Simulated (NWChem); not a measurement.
hydroxide (OH anion); SMILES [OH-]

Computed with NWChem. Coordinates come from a B3LYP/def2-SVPD optimisation. The gas-phase anion has a positive highest level at the geometry level, so the gas reference is doubtful. Level: PBE/def2-SVPD with SMD (1 M gas to 1 M solution), gas-phase geometry. Reactions with the solvent are ignored.

For solvent acetone:

```yaml
solvation free energy (kcal/mol): -71.7
cavity-dispersion-structure term (kcal/mol): -1.0
```

Question: Estimate the same quantities for solvent water.

Answer: 
* **solvation free energy (kcal/mol)**: -98.4
* **cavity-dispersion-structure term (kcal/mol)**: 0.7
